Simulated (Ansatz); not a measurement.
Process, species as SMILES: C=C(F)F + 4 [H][H] (H2) → 2 C (CH4) + 2 F (HF)
B3LYP-D3(BJ)/def2-TZVP geometries, fixed; electronic energies without zero-point terms.

Basis-set convergence of the energy of full hydrogenation at HF with Ansatz (a program for electronic structure). All functions are spherical. No added dispersion term, no relativity. Functions are those of the species that has most. Reference: the value in aug-cc-pVQZ, -102.41 kcal/mol, itself unsure by roughly 0.10 kcal/mol (its mean distance from def2-QZVPPD, pcseg-3, def2-QZVPP). Deviations are taken from unrounded values.

| basis | functions | energy of full hydrogenation (kcal/mol) | minus reference (kcal/mol) |
|---|---|---|---|
| def2-SV(P) | 60 | -82.47 | 19.94 |
| def2-SVP | 66 | -102.64 | -0.23 |
| def2-SVPD | 102 | -110.05 | -7.64 |
| def2-TZVP | 136 | -99.77 | 2.64 |
| def2-TZVPP | 152 | -102.45 | -0.04 |
| def2-TZVPD | 172 | -101.07 | 1.34 |
| def2-TZVPPD | 188 | -103.12 | -0.71 |
| def2-QZVPP | 288 | -102.37 | 0.03 |
| def2-QZVPPD | 324 | -102.55 | -0.14 |

The smallest set listed that lies within 4 kcal/mol of the reference with all its larger relatives (same family, alike in diffuse functions; a set with none counts only in the reference's own line) is def2-SVP (66 functions, -0.23 kcal/mol off).
